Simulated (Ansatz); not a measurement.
## K (bcc): energy against volume

Theory: DFT, RPBE, plane waves (420 eV) with PAW, scalar-relativistic in Ansatz. The PAW files were generated under PBE, with cores re-solved for the functional.

The cell is scaled uniformly from the relaxed one, with fractional coordinates and shape fixed. Energies are extrapolated to zero smearing, pressures are those at the given smearing. Magnetic state: spin not included.

A Birch-Murnaghan fit gives V₀ = 80.35 Å³/atom, B₀ = 3.1 GPa, B₀′ = 3.7.

What are the energy above the minimum and the pressure at 70.757 Å³/atom?

13.6 meV/atom and 0.52 GPa as computed.

What are the energy above the minimum and the pressure at 86.838 Å³/atom?

4.5 meV/atom and -0.20 GPa as computed.

What are the energy above the minimum and the pressure at 90.054 Å³/atom?

9.6 meV/atom and -0.28 GPa as computed.
